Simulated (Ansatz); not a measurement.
Ideal-gas functions of ClH4Si2 (`[SiH2][SiH2]Cl`) radical at 600 K and 1 bar, from an Ansatz frequency run at PBE0-D4/def2-TZVP.

Molar mass 95.66 g/mol, point group C1 (symmetry number 1), electronic degeneracy 2, moments of inertia 44.196, 216.983, 252.713 u Å². Harmonic wavenumbers (cm⁻¹, unscaled): 93, 136, 376, 421, 491, 548, 565, 690, 808, 898, 942, 2202, 2216, 2229, 2237.

Use S(trans) = R[1.5 ln M + 2.5 ln T − 1.1517]; rotational temperatures θ = 24.2544 K / I; S(rot) = R[ln(√π/σ · √(T³/θAθBθC)) + 1.5]; for each mode x = 1.438777 ν̃/T, S = R[x/(eˣ − 1) − ln(1 − e⁻ˣ)] and H = RT x/(eˣ − 1); 1 cm⁻¹ = 0.0119627 kJ/mol; R = 8.31446 J/(mol·K).

Q: By hand: the entropy, in J/(mol·K).

A: Translation 180.3. Rotation: θ = 0.5488, 0.1118, 0.096 K, giving 118.4. Vibration, mode by mode: 20.81, 17.67, 9.45, 8.58, 7.42, 6.62, 6.40, 5.02, 4.00, 3.38, 3.11, 0.27, 0.26, 0.25, 0.25, in all 93.5. Electronic 5.8. Sum 398.0 J/(mol·K).

Q: By hand: H − E and G − E in kJ/mol, counted from the electronic energy.

A: Zero-point energy ½ × 14852 × 0.0119627 = 88.8; thermal vibration 28.8; translation, rotation and pV give 4 RT = 20.0. H − E = 137.6 kJ/mol, and G − E = 137.6 − 600 × 398.0/1000 = -101.2 kJ/mol.

Vibration gives 23 % of the entropy, 38.5 J/(mol·K) of it from the modes under 150 cm⁻¹: soft modes count most, and the harmonic formula is weakest for them. The sum counts one conformer and one mirror image; others add a mixing term.
